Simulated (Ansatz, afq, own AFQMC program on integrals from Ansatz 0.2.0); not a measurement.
Two steps: Ansatz 0.2.0 writes the Fock matrix and Cholesky factors of the valence space, and afq projects on them the lowest state that overlaps trial and start.

```yaml
crystal:
  periodic: [false, false, false]
  atoms:
    - {symbol: Al, position_ang: [-1.703663, 0.000000, 0.000000]}
    - {symbol: H, position_ang: [-2.496587, 1.373384, 0.000000]}
    - {symbol: H, position_ang: [-2.496587, -1.373384, 0.000000]}
    - {symbol: H, position_ang: [0.138337, 0.000000, 0.000000]}
    - {symbol: N, position_ang: [2.490421, 0.000000, 0.000000]}
    - {symbol: C, position_ang: [1.330337, 0.000000, 0.000000]}
basis:
  gaussian: {orbitals: cc-pVDZ}
magnetization: {spin_polarized: true, initial_magnetization: 1}
correlation: {method: ccsd_t, electrons: outside_noble_gas, hamiltonian_folder: ham}
```

```sh
$ ansatz run in.yaml --threads 1 --pin off --events-out ev --progress --plain --max-ram 16896MiB --backend cuda --devices 0, --max-vram 18GiB
```

afq runs on the folder ham with

```
--method phaseless --trial cisd --walkers 4000 --populations 20 --least-time 60 --time-step 0.005 --steps-per-block 50 --equilibration-blocks 28 --max-blocks 4000 --target-error 0.00023 --factor-cut 1e-05 --start spin_pure --seed 760 --release-times 0.24,0.51,0.99,1.5 --release-step 0.03 --release-every 4 --taylor-order 6
```

Times are imaginary, in 1/Eh. The walk had a cap of 192 s. With eight or more populations the least sampling time is a fifth of least-time, and the error comes from their spread.

afq prints:

```
orbitals 54  electrons 8 7  factors 417 of 581
reference energy -335.86460978 Eh
CCSD correlation -0.37732117 Eh in 12 cycles, weight of the determinant in the CISD state 0.8155
energy of the start -336.229137 Eh
 block  time / (1/Eh)  mean weight  energy / Eh
     1     0.250  1.0001  -336.228557
     2     0.500  1.0000  -336.236003
     3     0.750  1.0002  -336.241532
     4     1.000  0.9998  -336.245995
     5     1.250  1.0004  -336.248045
    10     2.500  1.0002  -336.256626
    25     6.250  0.9997  -336.258223
    34     8.500  0.9998  -336.254956
    40    10.000  1.0005  -336.258873
    55    13.750  1.0003  -336.259317
    70    17.500  1.0001  -336.261895
    85    21.250  1.0002  -336.258482
   100    25.000  0.9997  -336.259370
   115    28.750  1.0001  -336.257512
   130    32.500  0.9994  -336.257597
   145    36.250  1.0003  -336.260557
   148    37.000  1.0003  -336.258042
error from the spread of 20 populations
released: time / (1/Eh)  energy / Eh  error  mean overlap
  0.24  -336.258483  0.000158  0.9993
  0.51  -336.258672  0.000149  0.9976
  0.99  -336.258758  0.000153  0.9983
  1.50  -336.258596  0.000189  0.9958
energy -336.258305 +/- 0.000230 Eh
(rows thinned)
```

The run passed its tests (sampling time, drift between the halves within three errors, error under three times the target), which doesn't prove that it has relaxed.

Against this walk (error 6.3 meV) on the same determinant: CCSD(T) 60.0 meV higher, CCSDT(Q) 13.7 meV lower. The error is statistical and leaves out the bias of the constraint. The determinant has ⟨S²⟩ = 0.88, so the low cluster orders mix in higher spin (the high orders can go on to a lower state of that spin), while the walk starts as a pure doublet. Released to 1.50 1/Eh the energy moves by -8 ± 8 meV (both errors), within twice the noise.

Cautions: constraint bias not in the error; unrestricted determinant spin contaminated (⟨S²⟩ 0.88 against 0.75).

The walk took 2.6 min on 1 × NVIDIA H100 80GB HBM3 with 2 threads of AMD EPYC 7R13 Processor (Zen 3), on a shared host (the card was shared). The log's last line is the phaseless energy.

CCSDT and higher add their correlation energy to the determinant of the CCSD(T) run, since their own runs factorise the integrals more tightly (a shift of under 2 meV). A walk keeps the symmetry of its determinant, which the program's search chose and which needn't be the lowest solution, so a lower state of the same spin and another symmetry isn't excluded.
